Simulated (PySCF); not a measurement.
Bond stretch in C2H5Cl, SMILES CCCl, singlet. The C2–Cl8 bond (C2 also carries C, H, H; Cl8 carries nothing else) is pulled apart rigidly from the PBE0/def2-TZVP optimised geometry.

Computed with: RKS-PBE = restricted PBE/cc-pVDZ (PySCF); UHF/cc-pVDZ (PySCF); RKS-PBE0 = restricted PBE0/cc-pVDZ in PySCF.

Magnitude of the dipole moment (D; its direction can reverse along the curve, and a method can change to another solution) and Mulliken charge of the fragment that holds C2:

```
R / Å  μ RKS-PBE  q RKS-PBE  μ UHF  q UHF  μ RKS-PBE0  q RKS-PBE0
-----  ---------  ---------  -----  -----  ----------  ----------
1.35        0.96       0.01   1.15   0.06        1.05        0.02
1.43        1.11       0.04   1.30   0.09        1.20        0.05
1.53        1.31       0.07   1.52   0.12        1.41        0.08
1.60        1.47       0.09   1.70   0.14        1.57        0.10
1.67        1.64       0.11   1.91   0.16        1.75        0.12
1.72        1.78       0.12   2.07   0.17        1.88        0.13
1.79        1.97       0.14   2.32   0.19        2.09        0.15
1.85        2.15       0.15   2.55   0.21        2.28        0.16
1.88        2.24       0.16   2.67   0.22        2.37        0.17
1.98        2.56       0.18   3.11   0.25        2.71        0.20
2.07        2.86       0.20   3.53   0.29        3.04        0.22
2.22        3.37       0.24   4.30   0.34        3.60        0.26
2.39        3.94       0.27   4.03   0.29        4.23        0.30
2.67        4.80       0.31   2.45   0.13        5.23        0.34
2.98        5.62       0.33   1.49   0.05        6.21        0.37
3.21        6.13       0.34   1.13   0.03        6.84        0.39
3.54        6.76       0.34   0.86   0.01        7.62        0.39
3.95           —          —   0.72   0.00        8.43        0.39
4.36           —          —   0.66   0.00        9.12        0.39
4.81           —          —   0.63   0.00        9.79        0.38
5.41           —          —   0.62   0.00       10.63        0.37
6.20           —          —   0.61   0.00       11.68        0.36
```

A dash means that the run gave no value there, or that the column was ended at a point which the program doubted or which failed a test of continuity chosen for this set; such a test can also cut sound points.

The restricted form behind RKS-PBE, RKS-PBE0 keeps the bonding electrons paired and can't separate into open-shell fragments. The unrestricted determinant behind UHF is spin-contaminated at 2.39 to 6.20 Å (<S²> up to 1.0, against 0.00 for a pure singlet). At the longest distance RKS-PBE0 leaves fractional charges on the fragments, a sign of delocalisation error or of the restricted form.
